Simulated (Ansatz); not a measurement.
# SiCN+ (triplet): the correlation ladder, cc-pVTZ

An exercise on one series of results from a longer session: the logs are not shown, and one member is left open.

Method: cc-pVTZ, core rule «outside noble gas», up to 7 orbitals frozen; program: Ansatz 0.2.0, Gaussian basis.

To be run: UHF; CCSD(T) on ROHF; CCSD(T) on UHF; BCCD(T) on ROHF; CCSDT(Q) on ROHF; CCSDT(Q) on UHF; CASSCF and NEVPT2, 12 electrons in 12 orbitals.

5 further runs of the same task are left out: 5 set aside as unsound or not needed.

## The geometry

The geometry is a PBE0/def2-TZVP stationary point (not a proven minimum) of the parent state, kept for this charge and spin.

3 atoms, charge 1, spin multiplicity 3.

Atoms are counted from 1 here; the program's logs count them from 0.

Bond lengths: N1–C2 1.163 Å, C2–Si3 1.842 Å. Angles: N1–C2–Si3 180.0°.

Set-up of the first run:

in.yaml reads:

```yaml
crystal:
  periodic: [false, false, false]
  atoms:
    - {symbol: N, position_ang: [0.000000, 0.000000, -1.389100]}
    - {symbol: C, position_ang: [0.000000, 0.000000, -0.226600]}
    - {symbol: Si, position_ang: [0.000000, 0.000000, 1.615700]}
basis:
  gaussian: {orbitals: cc-pVTZ}
total_charge: 1
magnetization: {spin_polarized: true, initial_magnetization: 2}
hamiltonian: {xc: hf}
output: {orbitals: {seedname: orbitals}}
```

Started as:

```console
> ansatz run in.yaml --threads 1 --pin off --events-out ev --progress --plain --max-ram 2816MiB --backend cpu
```

Steps of the session up to this table: UHF; CCSD(T) on ROHF; CCSD(T) on UHF; BCCD(T) on ROHF; CCSDT(Q) on ROHF; CCSDT(Q) on UHF; CASSCF and NEVPT2, 12 electrons in 12 orbitals.

One of the session's tables, all rows but one given; the rest of the session is left out.

```
        method  from RCCSDT(Q) (kJ/mol)
          ROHF                  +1090.6
           UHF                  +1082.6
          RMP2                   +100.5
          UMP2                   +128.6
         RCCSD                    +77.1
         UCCSD                    +76.6
      RCCSD(T)                    +11.2
      UCCSD(T)                    +11.4
       BCCD(T)                    +10.0
        RCCSDT                     +7.8
        UCCSDT                     +7.4
     RCCSDT(Q)                        0
     UCCSDT(Q)                        ?
CASSCF valence                   +632.3
NEVPT2 valence                   +121.7
```

**Question.** Estimate the row for UCCSDT(Q).

The run gave: from RCCSDT(Q) (kJ/mol): -2.1. In the column «from RCCSDT(Q) (kJ/mol)» it is the lowest.

Limits of these values: Restricted and unrestricted rows rest on different reference determinants; where their highest levels disagree by more than a few hundredths of an eV, they describe different states and don't form one ladder.
